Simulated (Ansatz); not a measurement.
**Cost against result**

Saddle point of CH8OSi, closed shell (CH₆OSi ([CH3][SiH2][OH]) + H₂ → CH₆Si ([CH3][SiH3]) + H₂O; bonds formed: Si1–H7, O2–H6; bonds broken: Si1–O2, H6–H7), PBE0-D4/def2-TZVP structure:

Si1  (-0.552, 0.045, -0.078)
O2  (-0.219, -1.484, 0.989)
H3  (-1.609, 0.042, -1.127)
H4  (-1.324, 0.605, 1.095)
C5  (0.865, 1.241, -0.289)
H6  (0.085, -1.788, -0.029)
H7  (0.251, -1.196, -1.026)
H8  (-0.978, -1.910, 1.408)
H9  (1.309, 1.169, -1.282)
H10  (0.530, 2.265, -0.107)
H11  (1.642, 1.011, 0.446)
(Å)

Barriers are electronic and count from the start structure reached by relaxing down the imaginary mode.

Computed with Ansatz 0.2.0 (basis: as named in each row); correlated methods freeze the cores. B3LYP uses VWN-RPA correlation. Extrapolation: Hartree–Fock as exp(−7.88 √X), correlation as X^−2.97.

Times are rough, for one single point on 4 threads of a shared host (Intel Xeon).

The estimate by CCSD(T) at an estimated basis limit (MP2 extrapolated from triple and quadruple zeta, plus CCSD(T) − MP2 in triple zeta) is 238.8 kJ/mol.

```tsv
method	basis	time (s)	barrier (kJ/mol)	method less estimate
HF	STO-3G	under 1	341.1	102.2
SPW92	def2-SVP	under 1	145.1	-93.8
PBE-D4	STO-3G	under 1	180.9	-58.0
PBE-D4	def2-SVP	1	181.0	-57.8
B3LYP-D4	6-31G	2	213.9	-24.9
PBE0-D4	def2-SVP	2	197.6	-41.2
SPW92	def2-TZVPP	2	162.2	-76.6
BLYP-D4	def2-TZVPP	3	223.3	-15.5
BHLYP-D4	def2-TZVPP	3	250.2	11.4
PBE-D4	def2-TZVPP	3	198.4	-40.4
B3LYP-D4	def2-TZVPP	3	232.6	-6.2
PBE0-D4	def2-TZVPP	4	213.5	-25.3
CAM-B3LYP-D4	def2-TZVPP	4	234.1	-4.7
r2SCAN-D4	def2-TZVPP	4	217.4	-21.4
r2SCAN0-D4	def2-TZVPP	5	225.9	-13.0
wB97M-V	def2-SVP	5	206.7	-32.2
CCSD(T)	def2-SVP	5	229.3	-9.5
B2PLYP	def2-TZVPP	6	239.0	0.1
PBE-QIDH	def2-TZVPP	6	229.5	-9.4
RPA on PBE	def2-TZVPP	6	239.0	0.2
wB97M-V	def2-TZVPP	8	228.0	-10.8
wB97X-V	def2-TZVPP	8	232.4	-6.4
B97M-V	def2-TZVPP	10	221.9	-16.9
MP2	def2-QZVPP	28	239.7	0.9
CCSD(T)	def2-TZVPP	56	238.5	-0.3
```

All methods are single points on the PBE0-D4 structures.

The T1 diagnostic stays at or below 0.012.

Labels in which every atom is bracketed show which atoms are joined, not bond orders.
